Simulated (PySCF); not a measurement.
Ionisation energies (eV) were calculated with PySCF 2.14 by PBE, LDA, PBE0, in another order, as differences of total energies without spin-orbit coupling. The measured values are between term centres (NIST).

| species | measured | A | B | C |
| --- | --- | --- | --- | --- |
| O (aug-cc-pwCVQZ, non-relativistic) | 13.608 | 13.850 | 14.005 | 14.064 |
| F⁺ (aug-cc-pwCVQZ, non-relativistic) | 34.950 | 35.258 | 35.281 | 35.429 |
| F (aug-cc-pwCVQZ, non-relativistic) | 17.427 | 17.447 | 17.960 | 17.658 |
| Mg (aug-cc-pCVQZ, non-relativistic) | 7.646 | 7.540 | 7.721 | 7.611 |
| Cl (aug-cc-pCVQZ-DK, spin-free X2C) | 12.974 | 12.936 | 13.185 | 12.954 |
| Ca (aug-cc-pwCVQZ-X2C, spin-free X2C) | 6.113 | 6.018 | 6.238 | 6.096 |
| Ag (aug-cc-pwCVQZ-PP with ECP28MDF, ECP) | 7.576 | 7.705 | 8.368 | 8.042 |
| Sb (aug-cc-pwCVQZ-PP with ECP28MDF, ECP) | 9.124 | 9.034 | 9.115 | 8.960 |

Which column is which method?

A is PBE0 (mean error 0.05 eV); B is LDA (mean error 0.31 eV); C is PBE (mean error 0.17 eV). PBE0, with a quarter of exact exchange, lies close to experiment on average. LDA overbinds the outer electron and comes out highest. PBE, with gradient corrections, lies close to experiment on average, with errors of both signs.
